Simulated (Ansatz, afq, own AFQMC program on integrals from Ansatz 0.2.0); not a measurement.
Two steps: Ansatz 0.2.0 writes the Fock matrix and Cholesky factors of the valence space, and afq projects on them the lowest state that overlaps trial and start.

```yaml
crystal:
  periodic: [false, false, false]
  atoms:
    - {symbol: Si, position_ang: [0.000000, -0.050740, 0.000000]}
    - {symbol: H, position_ang: [0.000000, 0.706913, -1.278374]}
    - {symbol: H, position_ang: [0.000000, 0.706912, 1.278374]}
basis:
  gaussian: {orbitals: cc-pVDZ}
magnetization: {spin_polarized: true, initial_magnetization: 2}
correlation: {method: ccsd_t, electrons: outside_noble_gas, hamiltonian_folder: ham}
```

```sh
$ ansatz run in.yaml --threads 1 --pin off --events-out ev --progress --plain --max-ram 24576MiB --backend cuda --devices 0, --max-vram 18GiB
```

Options of the walk:

```
--method free --trial cisd --walkers 4000 --time-step 0.03 --max-blocks 4000 --target-error 0.0003 --factor-cut 1e-05 --seed 5357 --times 0,0.3,0.6,1.2,1.8,2.4,3.6,4.8,6 --taylor-order 8
```

Times are imaginary, in 1/Eh. The walk had a cap of 61 s.

```
orbitals 23  electrons 4 2  factors 160 of 271
reference energy -290.01152088 Eh
CCSD correlation -0.09440522 Eh in 9 cycles, weight of the determinant in the CISD state 0.9381
repeat  energy at the last time / Eh  error
    10  -290.108510  0.000143
    20  -290.108482  0.000074
    30  -290.108457  0.000051
time / (1/Eh)  energy / Eh  error  mean overlap
  0.00  -290.105925  0.000005  1.0659
  0.30  -290.107085  0.000009  1.0655
  0.60  -290.107646  0.000009  1.0646
  1.20  -290.108092  0.000008  1.0653
  1.80  -290.108308  0.000013  1.0622
  2.40  -290.108366  0.000014  1.0632
  3.60  -290.108409  0.000018  1.0615
  4.80  -290.108425  0.000016  1.0632
  6.00  -290.108460  0.000049  1.0693
energy -290.108460 +/- 0.000049 Eh
```

Task: Estimate how long the walk took on 1 × NVIDIA H100 80GB HBM3 with 2 threads of AMD EPYC 7R13 Processor (Zen 3) (shared host) (the card was shared).

Result: 21 s of wall time.

The run failed at least one of its tests; the cautions name the faults.

Against this walk (error 1.3 meV) on the same determinant: CCSD(T) 18.7 meV higher, CCSDT(Q) 1.5 meV higher (within the noise), CCSDTQ 1.3 meV higher (within the noise), full CI 1.3 meV higher (within the noise). The error is statistical, and a free projection of finite length keeps a remainder of its start.

Cautions: remainder of the start not in the error; phase noise grows fast; lower spins were not checked.

CCSDT and higher add their correlation energy to the determinant of the CCSD(T) run, since their own runs factorise the integrals more tightly (a shift of under 2 meV). A walk keeps the symmetry of its determinant, which the program's search chose and which needn't be the lowest solution, so a lower state of the same spin and another symmetry isn't excluded.
